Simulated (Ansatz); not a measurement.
# Si(CCH)H3 (C2H4Si): the relaxed shape and its frontier levels

Aim: characterise Si(CCH)H3 (C2H4Si) as a singlet: its structure, frontier levels and distribution of charge.

Computed with Ansatz 0.2.0, Gaussian basis. Level: RKS PBE0-D4/def2-TZVP.

The runs, in order: relaxation at PBE0-D4/def2-TZVP; a single point at PBE0-D4/def2-TZVP; harmonic vibrations at PBE0-D4/def2-TZVP.

## (1) The starting structure

7 atoms, charge 0, spin multiplicity 1.

Atoms are counted from 1 here; the program's logs count them from 0.

Bond lengths: Si1–C2 1.848 Å, Si1–H5 1.465 Å, Si1–H6 1.464 Å, Si1–H7 1.465 Å, C2–C3 1.202 Å, C3–H4 1.052 Å. Angles: C2–Si1–H5 108.0°, C2–Si1–H6 108.2°, C2–Si1–H7 108.1°, H5–Si1–H6 110.8°, H5–Si1–H7 110.8°, H6–Si1–H7 110.8°, Si1–C2–C3 179.3°, C2–C3–H4 179.9°.

The start is a GFN2-xTB geometry.

## (2) Relaxation at PBE0-D4/def2-TZVP

File in.yaml:

```yaml
crystal:
  periodic: [false, false, false]
  atoms:
    - {symbol: Si, position_ang: [-0.001310, 0.003080, -1.091050]}
    - {symbol: C, position_ang: [-0.008950, 0.001360, 0.757280]}
    - {symbol: C, position_ang: [-0.000000, -0.004760, 1.959370]}
    - {symbol: H, position_ang: [0.006250, -0.009300, 3.011790]}
    - {symbol: H, position_ang: [1.393830, 0.007600, -1.537640]}
    - {symbol: H, position_ang: [-0.698780, 1.206490, -1.549220]}
    - {symbol: H, position_ang: [-0.691030, -1.204480, -1.550540]}
basis:
  gaussian: {orbitals: def2-TZVP}
hamiltonian: {xc: pbe0, dispersion: d4}
scf: {lower_state_search: "off"}
output: {orbitals: {seedname: orbitals}}
relax: {f_tol: 0.02, max_steps: 100}
```

On the command line:

```
> ansatz run in.yaml --threads 4 --pin off --events-out ev --progress --plain --max-ram 3916MiB
```

The runs that follow: Single point, PBE0-D4/def2-TZVP; Vibrations by finite differences.

Q: Predict the results of all the runs planned. Wanted: point group; commonest bond, hydrogen aside; HOMO, LUMO at PBE0-D4/def2-TZVP; dipole at PBE0-D4/def2-TZVP; lowest, highest wavenumber.

The runs gave:

| quantity | value |
| --- | --- |
| point group | C3v |
| commonest bond, hydrogen aside | C–Si, 1 of mean length 1.823 Å |
| HOMO, LUMO at PBE0-D4/def2-TZVP | -8.32, -0.10 eV |
| dipole at PBE0-D4/def2-TZVP | 0.41 D |
| lowest, highest wavenumber | 232, 3465 cm⁻¹ |

In words: The molecule keeps its bonding pattern by the stored test; the atoms moved 0.01 Å (rms). All wavenumbers are real: a minimum at this level.
